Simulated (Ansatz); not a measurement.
Pulling the pair apart

The pair of CH₄S (SMILES CS, atoms 1–6) and CH₄ (SMILES C, atoms 7–11), both closed shells, in one local arrangement (a lower one may exist), relaxed at PBE0-D4/def2-TZVP:

C1  (-0.273, 0.067, -1.840)
S2  (1.499, 0.322, -1.603)
H3  (-0.468, -0.761, -2.520)
H4  (-0.653, 0.984, -2.292)
H5  (-0.783, -0.092, -0.891)
H6  (1.769, -0.876, -1.063)
C7  (-0.218, 0.072, 2.040)
H8  (0.204, 0.180, 3.039)
H9  (0.491, 0.448, 1.302)
H10  (-1.146, 0.638, 1.978)
H11  (-0.423, -0.982, 1.849)
(Å)

CH₄ is shifted rigidly along the line between the mean atom positions of the two fragments (negative: closer). Counterpoise interaction energies in kJ/mol. Program: Ansatz 0.2.0. Basis: def2-TZVPPD. Cores are frozen in the correlated methods.

```json
{"shift (Å)": "-0.40", "PBE-D4": "-2.6", "MP2": "-0.3", "PBE0-D4": "-1.9"}
{"shift (Å)": "-0.20", "PBE-D4": "-5.0", "MP2": "-3.1", "PBE0-D4": "-4.4"}
{"shift (Å)": "0.00", "PBE-D4": "-5.6", "MP2": "-3.9", "PBE0-D4": "-5.0"}
{"shift (Å)": "0.20", "PBE-D4": "-5.3", "MP2": "-3.8", "PBE0-D4": "-4.8"}
{"shift (Å)": "0.48", "PBE-D4": "-4.3", "MP2": "-3.1", "PBE0-D4": "-3.9"}
{"shift (Å)": "1.01", "PBE-D4": "-2.5", "MP2": "-1.8", "PBE0-D4": "-2.3"}
{"shift (Å)": "2.02", "PBE-D4": "-0.8", "MP2": "-0.6", "PBE0-D4": "-0.7"}
{"shift (Å)": "4.03", "PBE-D4": "-0.1", "MP2": "-0.1", "PBE0-D4": "-0.1"}
```

Problem. What does CCSD(T) give at these shifts? (To be estimated.)

Solution. Computed: 0.2, -2.8, -3.7, -3.7, -3.1, -1.8, -0.6, -0.1 kJ/mol. For zero shift, CCSD(T) at an estimated basis limit (MP2 extrapolated from triple and quadruple zeta, plus CCSD(T) − MP2 in triple zeta) gives -4.5 kJ/mol. These are counterpoise interaction energies, counted from the two frozen fragments.

T1 diagnostic: at most 0.009.

For scale, one of the runs: CCSD(T)/def2-TZVPPD, 261 basis functions, launched by `ansatz run in.yaml --threads 4 --pin off --events-out ev --progress --plain --max-ram 9574MiB`. Hardware: 4 CPU threads of an Arm Neoverse V1, shared host. Wall time 100 s; peak host memory 6 GiB.
